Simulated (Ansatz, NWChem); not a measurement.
**The same job for Ansatz**

This NWChem 7.3.0 job computes SiH2ClO (SMILES O[SiH]Cl):

a.xyz:
```
5

O     -0.806100    -0.432000    -0.746500
Si    -0.092300     0.479800     0.414000
Cl     1.606600    -0.440800     1.143600
H     -1.024100    -1.343200    -0.540000
H      0.316000     1.736300    -0.271100
```

a.nw:
```
echo
START a
memory total 2200 mb
GEOMETRY noautosym nocenter noautoz
   load a.xyz
END
BASIS spherical bse
   * library STO-3G
END
SCF
   doublet
   uhf
   thresh 1e-08
   maxiter 80
   print low
END
TASK scf gradient
```

```bash
$ nwchem a.nw > a.out
```

Geometry: relaxed at PBE0-D4/def2-TZVP. This is one conformer, not always the lowest.

The shape isn't stationary at this level (largest force 2.0 eV/Å).

It gives a total energy of -815.207009 Eh.

Problem. Write the same calculation for Ansatz 0.2.0 as an input file of the program's own.

Solution. For example:

run.yaml:
```yaml
crystal:
  periodic: [false, false, false]
  atoms:
    - {symbol: O, position_ang: [-0.806100, -0.432000, -0.746500]}
    - {symbol: Si, position_ang: [-0.092300, 0.479800, 0.414000]}
    - {symbol: Cl, position_ang: [1.606600, -0.440800, 1.143600]}
    - {symbol: H, position_ang: [-1.024100, -1.343200, -0.540000]}
    - {symbol: H, position_ang: [0.316000, 1.736300, -0.271100]}
basis:
  gaussian:
    orbitals: STO-3G
magnetization:
  spin_polarized: true
  initial_magnetization: 1
hamiltonian:
  xc: hf
accuracy: high
output: {forces: true, orbitals: {seedname: orbitals}}
```

```bash
$ ansatz run run.yaml --threads 1 --pin off --max-ram 2610MiB --events-out events.jsonl --progress --plain --runs-dir runs
```

Its energy is -815.207009 Eh, the same as the first but for the last digit, at most.
